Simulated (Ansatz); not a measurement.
Reaction (formal loss of a carbene): `C/C=C(/C)F` → `C/C=C\F` + `[CH2]` (triplet)

Computed with Ansatz on PBE0-D4/def2-TZVP structures; ΔE is electronic, products minus reactants. CBS: MP2 limit from def2 TZ/QZ plus the TZ coupled-cluster correction, frozen cores. This one scheme is used for every species. Double bonds are as drawn, so ΔE can hold a change between cis and trans. DFT in def2-TZVPP. B3LYP here is the variant with VWN-RPA as its local correlation; programs differ in this. Triplets are unrestricted, without spin–orbit coupling.

| level | ΔE (eV) |
| --- | --- |
| PBE0-D4 | 4.75 |
| B3LYP-D4 | 4.68 |
| PBE | 4.77 |
| MP2/def2-QZVPP | 4.85 |

**Question.** What does CCSD(T)/CBS give? (Estimate.)

**Answer.** The calculation gave: +4.75 eV. The listed levels differ from it by 0.00, -0.07, 0.02, 0.10 eV.

Largest T1 diagnostic among the species: 0.011.

The D4 term adds +0.10 eV with B3LYP and +0.05 eV with PBE0; it sums over pairs of atoms, weighted by their polarisabilities, and B3LYP, whose exchange is more repulsive, gets the larger term. In def2-TZVPP, CCSD(T) changes the Hartree–Fock value by +1.41 eV (the triples alone add +0.12 eV) and MP2 by +1.55 eV. From PBE to PBE0 (25 % exact exchange), in def2-TZVPP and without D4, ΔE moves by −0.07 eV.
